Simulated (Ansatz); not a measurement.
A made-up structure of BSiH4Cl, singlet:

```
7
angstrom
Si -0.6420 0.4920 -0.3118
B 0.7993 -0.6428 0.5250
Cl 2.1196 -1.2753 -0.4135
H -1.9585 -0.1773 -0.1107
H 2.9750 -1.9394 -1.1856
H -0.6926 1.8059 0.3897
H 0.8045 -0.9252 1.6856
```

It is relaxed with PBE-D4/def2-SVP and then PBE0-D4/def2-TZVP (Ansatz 0.2.0). Atoms count as bonded within 1.22 times the sum of their covalent radii (H–H: 0.88 Å). The end point is not checked to be a true minimum.

Does its bonding change? (A judgement: the text doesn't fix the answer.)

The calculation gives: No: no bond forms or breaks.

Where it ends: The first stage lowers the energy by 2.89 eV in 13 steps. It ends as BSiH₄Cl ([SiH2][BH][ClH]):
Si1  (-0.629, 0.303, 0.128)
B2  (0.994, -0.358, 0.668)
Cl3  (1.936, -1.083, -0.864)
H4  (-1.109, 0.170, -1.269)
H5  (2.048, -2.373, -0.695)
H6  (-1.529, 1.105, 0.988)
H7  (1.694, -0.426, 1.623)
(Å)

Labels in which every atom is bracketed show which atoms are joined, not bond orders.

For scale, one of the runs: PBE0-D4/def2-TZVP relaxation, 129 basis functions, launched by `ansatz run in.yaml --threads 2 --pin off --events-out ev --progress --plain --max-ram 4352MiB`. The run took about 15 s on 2 CPU threads of an Intel Xeon Platinum 8375C (shared host).
